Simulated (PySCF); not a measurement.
N2.

```xyz
2

N      0.0000     0.0000    -0.5447
N      0.0000     0.0000     0.5447
```
Charge 0, spin multiplicity 1.

Coordinates come from a PBE0-D3(BJ)/def2-TZVPD optimisation.

The numbers are results of PBE/pcSseg-2 (PySCF), not measurements. Non-relativistic, no solvent.

Computed absolute GIAO shielding of each atom: isotropic value and principal components (ppm):
```tsv
atom	σ(iso)	σ11	σ22	σ33	span
N1	-79.7	-289.6	-289.6	340.2	629.8
N2	-79.7	-289.6	-289.6	340.2	629.8
```
